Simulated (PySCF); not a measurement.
C4H6N2.
Numbering: `[CH3:1][n:2]1[cH:3][cH:4][cH:5][n:6]1` (hydrogens: H7, H8, H9 on C1; H10 on C3; H11 on C4; H12 on C5)

Cartesian coordinates in Å at the PBE0-D3(BJ)/def2-SVP level; atoms count from 1:
```xyz
12
C4H6N2 angstrom
C     -1.8689    0.0060    0.0085
N     -0.4312   -0.0689   -0.0165
C      0.4461    0.9618   -0.0766
C      1.7104    0.4047   -0.1039
C      1.4722   -0.9854   -0.0563
N      0.1748   -1.2544   -0.0045
H     -2.2127    0.6508    0.8306
H     -2.2651    0.3931   -0.9429
H     -2.2441   -1.0113    0.1659
H      0.1103    1.9968   -0.0940
H      2.6628    0.9272   -0.1481
H      2.1957   -1.8001   -0.0551
```

The closed-shell ground state was solved at several levels (PySCF, density fitting, gas phase, non-relativistic).

| level | basis functions | total energy (Eh) | HOMO (eV) | LUMO (eV) | gap (eV) | dipole (D) |
| --- | --- | --- | --- | --- | --- | --- |
| B3LYP/pcSseg-2 | 300 | -265.6193 | -6.90 | 0.06 | 6.96 | 2.33 |
| PBE0/pcSseg-2 | 300 | -265.3016 | -7.12 | 0.32 | 7.44 | 2.34 |
| KT3/pcSseg-2 | 300 | -269.7968 | -6.02 | -0.59 | 5.43 | 2.22 |
| B97-D/pcSseg-2 | 300 | -265.4137 | -5.96 | -0.55 | 5.41 | 2.28 |
| mPW1PW91/pcSseg-2 | 300 | -265.5488 | -7.13 | 0.30 | 7.43 | 2.34 |

Question: What might KT2/pcSseg-2 (300 basis functions) give for the same quantities?

Answer: Total energy -270.1710 Eh, HOMO -6.02 eV, LUMO -0.58 eV, gap 5.44 eV, dipole 2.25 D.

Question: In the pcSseg-2 basis, how does the gap go with the fixed share of exact exchange?

Answer: B97-D (0 %) 5.41 eV; KT3 (0 %) 5.43 eV; KT2 (0 %) 5.44 eV; B3LYP (20 %) 6.96 eV; mPW1PW91 (25 %) 7.43 eV; PBE0 (25 %) 7.44 eV. Each rise in the share widens the gap here.

Question: How far do the dipole and the HOMO energy spread over the levels?

Answer: The dipole runs from 2.22 to 2.34 D (mean 2.29 D) and the HOMO from -7.13 to -5.96 eV.

B97-D is run here without its empirical dispersion term; that term would change no orbital, density or response property at a fixed geometry.
